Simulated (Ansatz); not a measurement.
```yaml
crystal:
  periodic: [false, false, false]
  atoms:
    - {symbol: Al, position_ang: [0.000000, 0.000000, 0.000000]}
    - {symbol: S, position_ang: [0.000000, 0.000000, 2.108923]}
    - {symbol: S, position_ang: [0.000000, 0.000000, -2.108923]}
basis:
  gaussian: {orbitals: def2-TZVP}
magnetization: {spin_polarized: true, initial_magnetization: 1}
hamiltonian: {xc: pbe0}
relax: {f_tol: 0.004, max_steps: 80}
```

```sh
$ ansatz run in.yaml --threads 1 --pin off --events-out ev --progress --plain --max-ram 2176MiB
```

Steps of the relaxation (energy above the last step; positions in Å, forces in eV/Å):

```
3
step 1, 39.8 meV
Al    0.000    0.000    0.000    0.000    0.000    0.000
S     0.000    0.000    2.109    0.000    0.000   -0.860
S     0.000    0.000   -2.109    0.000    0.000    0.860
```

```
3
step 2, 0.0 meV
Al    0.000    0.000    0.000    0.000    0.000    0.000
S     0.000    0.000    2.065    0.000    0.000   -0.029
S     0.000    0.000   -2.065    0.000    0.000    0.029
```

```
3
step 3, 0.0 meV
Al    0.000    0.000    0.000    0.000    0.000    0.000
S     0.000    0.000    2.064    0.000    0.000    0.004
S     0.000    0.000   -2.064    0.000    0.000   -0.004
```

Close pairs at the end: Al1–S3 2.064 Å, Al1–S2 2.064 Å.

A stationary point of unrestricted PBE0 after 3 steps, with ⟨S²⟩ = 0.777 against 0.75 for a pure state; no frequencies were run, so it isn't proven a minimum. 11 s on 1 thread of AMD EPYC 9R45, shared host.
